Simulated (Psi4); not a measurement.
# C2HF2 (SMILES [CH]=C(F)F): a first try and a second

Wanted: a single-point energy of C2HF2, UMP2/pcseg-1 (sfX2C).

The results are computed with Psi4 1.11.

3 further runs of the same task are left out: 3 set aside as unsound or not needed.

### 1 The structure to begin with

C2HF2: 5 atoms, total charge 0, spin state doublet. SMILES: `[CH]=C(F)F`. The coordinates come from a PBE0-D4/def2-TZVP relaxation.

Bond lengths: C1–C2 1.301 Å, C2–F3 1.313 Å, C2–F4 1.320 Å, C1–H5 1.072 Å. Angles: C1–C2–F3 125.0°, C1–C2–F4 125.4°, F3–C2–F4 109.6°, C2–C1–H5 140.6°.

### 2 The input as first written

File c2hf2.xyz:

```xyz
5
C2HF2
C     -0.028200     0.912700    -0.014900
C      0.163600    -0.366100     0.124600
F      1.043800    -0.911700     0.932500
F     -0.492600    -1.313200    -0.520300
H     -0.636600     1.604500    -0.563400
```

File c2hf2.py:

```python
import psi4

psi4.set_memory('1600 MB')
psi4.set_num_threads(1)
psi4.core.set_output_file('psi4.out', False)

with open('c2hf2.xyz') as f:
    atoms = ''.join(f.readlines()[2:])
m = psi4.geometry('0 2\n' + atoms + 'symmetry td\nno_reorient\nno_com')

psi4.set_options({
    'basis': 'pcseg-1',
    'reference': 'uhf',
    'scf_type': 'pk',
    'freeze_core': True,
    'mp2_type': 'conv',
    'relativistic': 'x2c',
})

energy_value = psi4.energy("mp2")
print(f'total energy {energy_value:.8f} hartree = {energy_value * 27.211386:.5f} eV')
```

Command:

```bash
$ python c2hf2.py
```

stdout:

```text
RuntimeError:
Fatal Error: PointGroup: Unknown point group name provided.
```

Run time: 1.3 s. Hardware: 1 thread of Intel Xeon Platinum 8259CL at 2.50GHz (Skylake/Cascade Lake), shared host; peak memory 0.13 GiB.

### 3 Reading the log

The program stopped with an error.

The log says `Fatal Error: PointGroup: Unknown point group name provided.`. The fault: the input holds a word that the program doesn't know. To mend it: no symmetry line in place of td.

### 4 The mended input

c2hf2.xyz is that of step 2.

File run.py:

```python
import psi4

psi4.set_memory(1600000000)
psi4.set_num_threads(1)
psi4.set_output_file('c2hf2.out', False)

with open('c2hf2.xyz') as f:
    atoms = ''.join(f.readlines()[2:])
geom = psi4.geometry('0 2\n' + atoms + 'no_reorient\nno_com')

psi4.set_options({
    'basis': 'pcseg-1',
    'reference': 'uhf',
    'scf_type': 'pk',
    'freeze_core': True,
    'mp2_type': 'conv',
    'relativistic': 'x2c',
})

result = psi4.energy("mp2", molecule=geom)
print(f'total energy {result:.8f} hartree = {result * 27.211386:.5f} eV')
```

Command:

```bash
$ python run.py
```

c2hf2.out:

```text
[...]
  Running in c1 symmetry.
[...]
  Nuclear repulsion =  109.976039922827624
[...]
  Multiplicity = 2
[...]
  Nalpha       = 16
  Nbeta        = 15
[...]
    Number of basis functions: 61
[...]
    WARNING: The X2C and Dirac Hamiltonians have substatially different eigenvalues!
             This is probably caused by the recontraction of the basis set.
[...]
   @UHF iter   1:  -275.12301261359744   -6.51182e-01   6.21062e-03 DIIS/ADIIS
[...]
   @UHF iter  17:  -275.20112595460500   -1.50067e-11   6.28241e-09 DIIS
[...]
   @S^2 Observed:                8.994544669E-01
[...]
    Orbital Energies [Eh]
    ---------------------
    Alpha Occupied:
       1A    -26.359332     2A    -26.358485     3A    -11.424083
       4A    -11.287972     5A     -1.723092     6A     -1.658375
       7A     -1.103349     8A     -0.897869     9A     -0.818802
      10A     -0.770819    11A     -0.760946    12A     -0.689205
      13A     -0.677381    14A     -0.669907    15A     -0.478694
      16A     -0.435090
    Alpha Virtual:
      17A      0.168810    18A      0.182777    19A      0.333659
      20A      0.358997    21A      0.389203    22A      0.574307
      23A      0.581452    24A      0.591362    25A      0.683333
[...]
  @UHF Final Energy:  -275.20112595460500
   => Energetics <=
    Nuclear Repulsion Energy =            109.9760399228276242
    One-Electron Energy =                -598.7522869145549294
    Two-Electron Energy =                 213.5751210371223010
    Total Energy =                       -275.2011259546050042
  UHF NO Occupations:
  HONO-2 :   14  A 1.9966390
  HONO-1 :   15  A 1.9277923
[...]
 Multipole Moments:
 ------------------------------------------------------------------------------------
     Multipole            Electronic (a.u.)      Nuclear  (a.u.)        Total (a.u.)
 ------------------------------------------------------------------------------------
 L = 1.  Multiply by 2.5417464519 to convert [e a0] to [Debye]
 Dipole X            :         -9.9630720            9.7067672           -0.2563048
 Dipole Y            :         29.1793159          -28.6104535            0.5688623
 Dipole Z            :         -7.4119988            7.1896520           -0.2223468
 Magnitude           :                                                    0.6623704
[...]
	SCS-MP2 Total Energy (a.u.)        :  -275.76280108012492
	SOS-MP2 Total Energy (a.u.)        :  -275.70906514154780
	SCSN-MP2 Total Energy (a.u.)       :  -275.48485171029211
[...]
	SOS-PI-MP2 Total Energy (a.u.)     :  -275.79372167270492
[...]
	MP2 Total Energy (a.u.)            :  -275.78561642612198
[...]
```

Standard output:

```text
total energy -275.78561643 hartree = -7504.50886 eV
```

Wall time 3.9 s (1 thread of Intel Xeon Platinum 8259CL at 2.50GHz (Skylake/Cascade Lake), shared host); peak memory 0.25 GiB.

### 5 Summary of results

At UMP2/pcseg-1 (sfX2C):

| quantity | value |
| --- | --- |
| total energy | -275.78562 Eh |
| HOMO energy (Hartree–Fock orbitals) (highest over α and β) | -10.99 eV |
| LUMO energy (Hartree–Fock orbitals) (lowest over α and β) | 1.90 eV |
| correlation energy (4 core orbitals frozen) | -584.5 mEh |
| ⟨S²⟩ of the reference determinant | 0.899 |

In words: ⟨S²⟩ is 0.90 where a pure doublet has 0.75: the reference is spin-contaminated.
